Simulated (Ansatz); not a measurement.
**SiCl (quartet): the correlation ladder at distance Si1–Cl2 = 4.472 Å, 6-31G**

Aim: climb from Hartree-Fock through coupled cluster and multireference methods for SiCl (quartet) at one geometry and basis, and see what each rung misses.

The runs use Ansatz 0.2.0, Gaussian basis; 6-31G, core rule «outside noble gas», up to 10 orbitals frozen.

To be run: UHF; CCSD(T) on ROHF; CCSD(T) on UHF; BCCD(T) on ROHF; CISD; CCSDT(Q) on ROHF; CCSDT(Q) on UHF; CISDTQ; CCSDTQ on ROHF; CCSDTQ on UHF; CASSCF and MRCISD+Q, 5 electrons in 5 orbitals; CASSCF and NEVPT2, 5 electrons in 5 orbitals; CASSCF and MRCISD+Q, 11 electrons in 8 orbitals; CASSCF and NEVPT2, 11 electrons in 8 orbitals; Full CI.

17 further runs of the same task are left out: 14 that didn't finish, 3 set aside as unsound or not needed.

## Step 1: What is computed

The geometry derives from a PBE0/def2-TZVP stationary point (not a proven minimum). One bond is set to the value named and the two fragments are kept rigid.

2 atoms, charge 0, spin multiplicity 4.

Atoms are counted from 1 here; the program's logs count them from 0.

No contacts short enough for the rule that draws bonds.

## Step 2: UHF

The input, in.yaml:

```yaml
crystal:
  periodic: [false, false, false]
  atoms:
    - {symbol: Si, position_ang: [0.000000, 0.000000, 0.000000]}
    - {symbol: Cl, position_ang: [0.000000, 0.000000, 4.472000]}
basis:
  gaussian: {orbitals: 6-31G}
magnetization: {spin_polarized: true, initial_magnetization: 3}
hamiltonian: {xc: hf}
output: {orbitals: {seedname: orbitals}}
```

Started as:

```bash
$ ansatz run in.yaml --threads 1 --pin off --events-out ev --progress --plain --max-ram 2393MiB
```

After this run come: CCSD(T) on ROHF; CCSD(T) on UHF; BCCD(T) on ROHF; CISD; CCSDT(Q) on ROHF; CCSDT(Q) on UHF; CISDTQ; CCSDTQ on ROHF; CCSDTQ on UHF; CASSCF and MRCISD+Q, 5 electrons in 5 orbitals; CASSCF and NEVPT2, 5 electrons in 5 orbitals; CASSCF and MRCISD+Q, 11 electrons in 8 orbitals; CASSCF and NEVPT2, 11 electrons in 8 orbitals; Full CI.

Q: Predict the results of all the runs planned. Wanted: FCI below the RHF energy; RMP2 from FCI; UMP2 from FCI; RCCSD from FCI; RCCSD(T) from FCI; UCCSD(T) from FCI; RCCSDT(Q) from FCI; UCCSDT(Q) from FCI; NEVPT2 pair from FCI.

As calculated:

```
                         quantity                                                                                                                                  value
         FCI below the RHF energy                                                                                                                             -1.5000 eV
                    RMP2 from FCI                                                                                                                           +39.5 kJ/mol
                    UMP2 from FCI                                                                                                                           +39.3 kJ/mol
                   RCCSD from FCI                                                                                                                            +1.8 kJ/mol
                RCCSD(T) from FCI                                                                                                                            +0.7 kJ/mol
                UCCSD(T) from FCI                                                                                                                            +0.7 kJ/mol
               RCCSDT(Q) from FCI                                                                                                                            +0.1 kJ/mol
               UCCSDT(Q) from FCI                                                                                                                            +0.1 kJ/mol
             NEVPT2 pair from FCI                                                                                                                           +26.9 kJ/mol
           MRCISD+Q pair from FCI                                                                                                                            +1.1 kJ/mol
levels within 1 kcal/mol (43 meV)  RCCSD, UCCSD, RCCSD(T), UCCSD(T), BCCD(T), RCCSDT, UCCSDT, CISDTQ, RCCSDT(Q), UCCSDT(Q), RCCSDTQ, UCCSDTQ, MRCISD pair, MRCISD+Q pair
                    T1 diagnostic                                                                                                                                  0.006
   effectively unpaired electrons                                                                                                                                   3.12
```

RCCSD(T) lands +0.7 kJ/mol from the yardstick (0.5 % of the correlation energy). One determinant dominates. Of the multireference levels listed MRCISD+Q pair comes nearest in total energy (+1.1 kJ/mol), which doesn't show that its space is the better one. These misses are within one basis, not against nature; the frozen cores of restricted and unrestricted runs differ, which can shift their rows.
